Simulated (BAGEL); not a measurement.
# C2Si at FCI/STO-3G (density fitting with qzvpp-jkfit)

What is the vertical singlet–triplet gap of C2Si at FCI/STO-3G (density fitting with qzvpp-jkfit)? 

The calculation is run with BAGEL 1.2.2.

**1. The structure to begin with**

C2Si: 3 atoms, total charge 0, spin state singlet. Geometry: relaxed at GFN2-xTB.

Bond lengths: C1–C2 1.259 Å, C2–Si3 1.781 Å. Angles: C1–C2–Si3 180.0°.

**2. The energy at FCI/STO-3G (density fitting with qzvpp-jkfit)**

Input file input.json:

```json
{ "bagel" : [

{
  "title" : "molecule",
  "basis" : "sto-3g",
  "df_basis" : "qzvpp-jkfit",
  "angstrom" : true,
  "geometry" : [
    { "atom" : "C", "xyz" : [      -1.111830,       0.737510,      -0.522770 ] },
    { "atom" : "C", "xyz" : [      -0.135170,       0.089220,      -0.063600 ] },
    { "atom" : "Si", "xyz" : [       1.247000,      -0.826740,       0.586370 ] }
  ]
},

{ "title" : "hf" },

{ "title" : "fci", "nstate" : 1, "ncore" : 7 }

]}
```

The run is started by

```
$ BAGEL_NUM_THREADS=1 BAGEL input.json > input.out
```

Log:

```text
* using 1 threads per process

  ===============================================================
  ===============================================================

  *** Geometry ***

  { "atom" : "C", "xyz" : [     -2.101054,      1.393692,     -0.987892 ] },
  { "atom" : "C", "xyz" : [     -0.255434,      0.168601,     -0.120187 ] },
  { "atom" : "Si", "xyz" : [      2.356488,     -1.562312,      1.108079 ] },

  Number of auxiliary basis functions:      278

  Since a DF basis is specified, we compute 2- and 3-index integrals:
    o Being stored without compression. Storage requirement is 0.001 GB

  Number of basis functions:       19
  Number of electrons      :       26

    * METHOD: MOLECULE                             0.03

  *** RHF ***

  === Nuclear Repulsion ===
    54.7130620633

      * DIIS with orbital gradients will be used.

  === RHF iteration (sto-3g) ===
      0       -360.04543398          0.02996120           0.00
      1       -360.06301804          0.03400848           0.00
      2       -360.17054953          0.00319033           0.00
      3       -360.17231661          0.00210075           0.00
      4       -360.17287176          0.00031068           0.00
      5       -360.17289411          0.00007631           0.00
      6       -360.17289558          0.00001078           0.00
      7       -360.17289562          0.00000387           0.00
      8       -360.17289563          0.00000021           0.00
      9       -360.17289563          0.00000007           0.00
     10       -360.17289563          0.00000002           0.00
     11       -360.17289563          0.00000001           0.00
    * SCF iteration converged.

    * Permanent dipole moment:
           (   -1.673203,     1.109386,    -0.786773) a.u.

    * METHOD: HF                                   0.04

  ---------------------------
        FCI calculation
  ---------------------------

  Performs exactly the same way as Knowles & Handy 1984 CPL

  o alpha-beta strings
      length:          1848
  o size of the space
      determinant space:  853776
      spin-adapted space: 226512

  o single displacement lists (alpha)
      length:         38808
  o single displacement lists (beta)
      length:         38808

     guess   0:   closed 111111......         open ............

  === FCI iteration ===

      0  0      -360.17289563     5.93e-04      1.47
      1  0      -360.32942087     3.23e-04      1.44
      2  0      -360.36473622     1.69e-04      1.44
      3  0      -360.37436539     8.63e-05      1.43
      4  0      -360.37672541     5.01e-05      1.42
      5  0      -360.37753231     2.82e-05      1.49
      6  0      -360.37781880     1.47e-05      1.50
      7  0      -360.37788183     7.78e-06      1.43
      8  0      -360.37789612     4.31e-06      1.44
      9  0      -360.37790179     2.16e-06      1.41
     10  0      -360.37790332     1.22e-06      1.41
     11  0      -360.37790385     7.56e-07      1.43
     12  0      -360.37790404     4.83e-07      1.42
     13  0      -360.37790411     2.84e-07      1.44
     14  0      -360.37790414     1.58e-07      1.42
     15  0      -360.37790414     8.67e-08      1.43
     16  0      -360.37790415     4.40e-08      1.40
     17  0      -360.37790415     2.34e-08      1.43
     18  0      -360.37790415     1.37e-08      1.52
     19  0      -360.37790415     8.19e-09      1.41
    ** throwing out 1 trial vectors **
     20  0      -360.37790415     6.36e-09      1.46
    ** throwing out 1 trial vectors **
     21  0      -360.37790415     6.16e-09      1.43
    ** throwing out 1 trial vectors **
     22  0      -360.37790415     5.44e-09      1.41
    ** throwing out 1 trial vectors **
     23  0      -360.37790415     3.62e-09      1.40
    ** throwing out 1 trial vectors **
     24  0      -360.37790415     1.89e-09      1.45
    ** throwing out 1 trial vectors **
     25  0      -360.37790415     8.73e-10      1.42
    ** throwing out 1 trial vectors **
     26  0      -360.37790415     4.49e-10      1.47
    ** throwing out 1 trial vectors **
     27  0      -360.37790415     2.25e-10      1.44
    ** throwing out 1 trial vectors **
     28  0      -360.37790415     1.20e-10      1.43
    ** throwing out 1 trial vectors **
     29  0 *    -360.37790415     6.62e-11      1.30

     * ci vector, state   0, <S^2> = -0.0000
       222222......    -0.9003788133
       22222..2....     0.0999665870
       2222.22.....     0.0999665071
       2222baab....    -0.0909871340
       2222abba....    -0.0909871340
       2222.2...2..     0.0865548676
       22222...2...     0.0865544964
       2222aabb....     0.0828635587
       2222bbaa....     0.0828635587
       2222ab..ab..     0.0573801323
       2222ba..ba..     0.0573801323
       22.2222.....     0.0561337048
       22.222.2....     0.0561337027

    * METHOD: FCI                                 43.40

  ===============================================================
```

It took 44 s on 1 thread of Intel Xeon 6975P-C (Granite Rapids), shared host; peak memory 1.3 GiB.

**3. The triplet, same level**

Changes to input.json since step 2:

```diff
@@ -16,3 +16,3 @@
 
-{ "title" : "fci", "nstate" : 1, "ncore" : 7 }
+{ "title" : "fci", "nstate" : 1, "ncore" : 7, "nspin" : 2 }
```

The run is started by

```
$ BAGEL_NUM_THREADS=1 BAGEL input.json > input.out
```

Log:

```text
* using 1 threads per process

  ===============================================================
  ===============================================================

  *** Geometry ***

  { "atom" : "C", "xyz" : [     -2.101054,      1.393692,     -0.987892 ] },
  { "atom" : "C", "xyz" : [     -0.255434,      0.168601,     -0.120187 ] },
  { "atom" : "Si", "xyz" : [      2.356488,     -1.562312,      1.108079 ] },

  Number of auxiliary basis functions:      278

  Since a DF basis is specified, we compute 2- and 3-index integrals:
    o Being stored without compression. Storage requirement is 0.001 GB

  Number of basis functions:       19
  Number of electrons      :       26

    * METHOD: MOLECULE                             0.03

  *** RHF ***

  === Nuclear Repulsion ===
    54.7130620633

      * DIIS with orbital gradients will be used.

  === RHF iteration (sto-3g) ===
      0       -360.04543398          0.02996120           0.00
      1       -360.06301804          0.03400848           0.00
      2       -360.17054953          0.00319033           0.00
      3       -360.17231661          0.00210075           0.00
      4       -360.17287176          0.00031068           0.00
      5       -360.17289411          0.00007631           0.00
      6       -360.17289558          0.00001078           0.00
      7       -360.17289562          0.00000387           0.00
      8       -360.17289563          0.00000021           0.00
      9       -360.17289563          0.00000007           0.00
     10       -360.17289563          0.00000002           0.00
     11       -360.17289563          0.00000001           0.00
    * SCF iteration converged.

    * Permanent dipole moment:
           (   -1.673203,     1.109386,    -0.786773) a.u.

    * METHOD: HF                                   0.04

  ---------------------------
        FCI calculation
  ---------------------------

  Performs exactly the same way as Knowles & Handy 1984 CPL

  o alpha-beta strings
      length:          1584
  o size of the space
      determinant space:  627264
      spin-adapted space: 382239

  o single displacement lists (alpha)
      length:         33264
  o single displacement lists (beta)
      length:         31680

     guess   0:   closed 1111.1......         open ....1.1.....

  === FCI iteration ===

      0  0      -360.06689425     6.61e-04      1.00
      1  0      -360.22158590     3.42e-04      1.02
      2  0      -360.25708696     1.51e-04      0.99
      3  0      -360.26369207     6.98e-05      1.01
      4  0      -360.26495810     3.63e-05      0.99
      5  0      -360.26538158     2.30e-05      1.02
      6  0      -360.26555894     1.79e-05      1.00
      7  0      -360.26569123     1.55e-05      1.04
      8  0      -360.26581171     1.75e-05      1.02
      9  0      -360.26599473     2.19e-05      1.04
     10  0      -360.26646311     3.61e-05      1.02
     11  0      -360.26720657     4.09e-05      1.05
     12  0      -360.26774511     3.03e-05      1.08
     13  0      -360.26800694     1.87e-05      1.03
     14  0      -360.26810564     1.05e-05      1.08
     15  0      -360.26813006     6.45e-06      1.11
     16  0      -360.26813921     3.73e-06      1.10
     17  0      -360.26814264     2.32e-06      1.10
     18  0      -360.26814432     2.02e-06      1.08
     19  0      -360.26814709     3.52e-06      1.09
    ** throwing out 1 trial vectors **
     20  0      -360.28706006     3.79e-04      1.10
    ** throwing out 1 trial vectors **
     21  0      -360.32128546     2.26e-04      1.08
    ** throwing out 1 trial vectors **
     22  0      -360.33374399     1.31e-04      1.05
    ** throwing out 1 trial vectors **
     23  0      -360.33840317     7.16e-05      1.35
    ** throwing out 1 trial vectors **
     24  0      -360.33961604     3.77e-05      1.10
    ** throwing out 1 trial vectors **
     25  0      -360.33994496     2.03e-05      1.09
    ** throwing out 1 trial vectors **
     26  0      -360.34004788     1.19e-05      1.07
    ** throwing out 1 trial vectors **
     27  0      -360.34008600     7.64e-06      1.09
    ** throwing out 1 trial vectors **
     28  0      -360.34010191     4.84e-06      1.09
    ** throwing out 1 trial vectors **
     29  0      -360.34010835     3.28e-06      1.05
    ** throwing out 1 trial vectors **
     30  0      -360.34011102     2.28e-06      1.06
    ** throwing out 1 trial vectors **
     31  0      -360.34011253     1.52e-06      1.08
    ** throwing out 1 trial vectors **
     32  0      -360.34011317     9.71e-07      1.05
    ** throwing out 1 trial vectors **
     33  0      -360.34011340     6.08e-07      1.03
    ** throwing out 1 trial vectors **
     34  0      -360.34011349     3.72e-07      1.04
    ** throwing out 1 trial vectors **
     35  0      -360.34011352     2.21e-07      1.00
    ** throwing out 1 trial vectors **
     36  0      -360.34011353     1.31e-07      1.13
    ** throwing out 1 trial vectors **
     37  0      -360.34011354     7.11e-08      1.06
    ** throwing out 1 trial vectors **
     38  0      -360.34011354     3.96e-08      1.05
    ** throwing out 1 trial vectors **
     39  0      -360.34011354     2.36e-08      1.04
    ** throwing out 1 trial vectors **
     40  0      -360.34011354     1.41e-08      1.05
    ** throwing out 1 trial vectors **
     41  0      -360.34011354     8.77e-09      1.04
    ** throwing out 1 trial vectors **
     42  0      -360.34011354     5.65e-09      1.05
    ** throwing out 1 trial vectors **
     43  0      -360.34011354     3.51e-09      1.05
    ** throwing out 1 trial vectors **
     44  0      -360.34011354     2.18e-09      1.07
    ** throwing out 1 trial vectors **
     45  0      -360.34011354     1.36e-09      1.07
    ** throwing out 1 trial vectors **
     46  0      -360.34011354     8.57e-10      1.05
    ** throwing out 1 trial vectors **
     47  0      -360.34011354     4.72e-10      1.05
    ** throwing out 1 trial vectors **
     48  0      -360.34011354     2.65e-10      1.03
    ** throwing out 1 trial vectors **
     49  0      -360.34011354     1.48e-10      1.08
    ** throwing out 1 trial vectors **
     50  0 *    -360.34011354     7.82e-11      0.96

     * ci vector, state   0, <S^2> = 2.0000
       222a22.a....    -0.8088902663
       222ab2aa....     0.1997601528
       222a2a.2....    -0.1540195334
       222aa2ba....     0.1525084309
       222a2b.aa...     0.1352806709
       222ab2.a.a..     0.1333473919
       22a222.a....     0.1280028207
       222a22..a...    -0.1175951694
       222a.2.a.2..    -0.1099778418
       22a2b2aa....    -0.1023556282
       222a2..a2...    -0.0976484186
       22aa22.a..b.     0.0782972382
       22.a222a....    -0.0727914805
       222ba2.a.a..     0.0689379939
       22a222..a...     0.0681749116
       22a2a2ba....    -0.0662814965
       222aba.aba..    -0.0645881728
       22a2b2.a.a..    -0.0624946631
       222a2a.ba...     0.0575793303
       222b2a.aa...     0.0575771969
       222.22.a..a.     0.0568699726
       22a22a.2....     0.0541313267
       222aab.aab..    -0.0523146004
       22a22b.aa...    -0.0506557770

    * METHOD: FCI                                 54.32

  ===============================================================
```

Run time: 55 s. Hardware: 1 thread of Intel Xeon 6975P-C (Granite Rapids), shared host; peak memory 1 GiB.

**4. Summary of results**

Level: FCI/STO-3G (density fitting with qzvpp-jkfit), 7 core orbitals frozen.

| quantity | value |
| --- | --- |
| singlet: total energy | -360.37790 Eh |
| triplet: total energy | -360.34011 Eh |
| vertical energy of the triplet above the singlet | 1.028 eV |

At this shape the triplet lies 1.03 eV (99 kJ/mol) above the singlet. In a minimal basis such a difference can be off by several eV, whatever the method.
